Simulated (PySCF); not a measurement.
All values below come from PBE-D3(BJ)/def2-TZVP (PySCF). Gas-phase values, no solvent. 

Reference species (SMILES): `[CH3]` (neutral, multiplicity 2).

```
Item            Value
-------------  ------
dipole moment  0.00 D
```

Changed species: `[NH2]` (radical fragment; the reference has radical fragment).

**Question.** What does the change do to the dipole moment?

**Answer.** the dipole moment goes up by 1.90 D, to 1.90 D.
